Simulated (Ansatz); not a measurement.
C2H2, SMILES C#C, vertical and adiabatic energies of changing the electron count

With the Python package of Ansatz (0.2.0).

Typed at the interpreter:
```pycon
>>> from dataclasses import dataclass
>>> import itertools
>>> import ansatz as az
>>> from ase.data import atomic_numbers, covalent_radii
>>> import numpy as np
>>> from rdkit import Chem
>>> from rdkit.Chem import AllChem
>>> @dataclass(frozen=True)
... class Settings:
...     basis_set: str = "cc-pVDZ"
...     functional: str = "b3lyp"
...     vdw: str = "d3bj"
...     charge: int = 1
...
>>> settings = Settings()
>>> # start geometry from RDKit
>>> rd = Chem.AddHs(Chem.MolFromSmiles("C#C"))
>>> AllChem.EmbedMolecule(rd, randomSeed=46)
0
>>> AllChem.UFFOptimizeMolecule(rd)
0
>>> molecule = az.Crystal.molecule()
>>> for atom, xyz in zip(rd.GetAtoms(), rd.GetConformer().GetPositions()):
...     molecule = molecule.atom(atom.GetSymbol(), xyz.round(5).tolist())
...
>>> base = (
...     molecule.calculation()
...     .basis(gaussian=settings.basis_set)
...     .functional(settings.functional, dispersion=settings.vdw)
... )
>>> symbols = [site.symbol for site in molecule.cartesian_sites]
>>> start = np.array([site.position_ang for site in molecule.cartesian_sites], dtype=float)
>>> r = base.relax(force_tolerance=0.01).run(threads=1, backend="cpu").report
>>> end = np.array(r["positions_ang"])
>>> minimum = az.Crystal.molecule()
>>> for symbol, place in zip(symbols, end):
...     minimum = minimum.atom(symbol, place.tolist())
...
>>> ion = (
...     minimum.calculation()
...     .basis(gaussian=settings.basis_set)
...     .functional(settings.functional, dispersion=settings.vdw)
...     .charge(settings.charge)
...     .spin("collinear", total=1)
... )
>>> vertical = ion.run(threads=1, backend="cpu").report
>>> settled = ion.relax(force_tolerance=0.01, max_steps=80).run(threads=1, backend="cpu").report
>>> print(f"vertical ionisation energy   {vertical['free_energy_ev'] - r['free_energy_ev']:.3f} eV")
vertical ionisation energy   11.230 eV
>>> print(f"adiabatic, no zero point     {settled['free_energy_ev'] - r['free_energy_ev']:.3f} eV")
adiabatic, no zero point     11.111 eV
>>> print(f"relaxation energy of the ion {vertical['free_energy_ev'] - settled['free_energy_ev']:.3f} eV")
relaxation energy of the ion 0.119 eV
>>> ionised = np.array(settled["positions_ang"])
>>> # pairs closer than 1.2 times the sum of covalent radii, before or after
>>> radius = [covalent_radii[atomic_numbers[s]] for s in symbols]
>>> span = lambda where, i, j: np.linalg.norm(where[i] - where[j])
>>> bonded = [(i, j) for i, j in itertools.combinations(range(len(symbols)), 2) if min(span(end, i, j), span(ionised, i, j)) < 1.2 * (radius[i] + radius[j])]
>>> print("pair        before    after (A)")
pair        before    after (A)
>>> for i, j in bonded:
...     print(f"{symbols[i]}{i}-{symbols[j]}{j}".ljust(10), f"{span(end, i, j):8.4f} {span(ionised, i, j):8.4f}")
...
C0-C1        1.2097   1.2564
C0-H2        1.0723   1.0904
C1-H3        1.0723   1.0904
```

Caveats:
- The energies are electronic: no zero-point or thermal terms, and the basis set is short of its limit. The product may relax into another structure. Each relaxation finds its nearest minimum, which needn't be the lowest.
- b3lyp holds the VWN-RPA fit, as in Gaussian; the form of ORCA and Turbomole is b3lyp5.
- It ran for 26 s on 1 thread of Arm Neoverse V1 (shared host), peak memory 0.22 GiB.
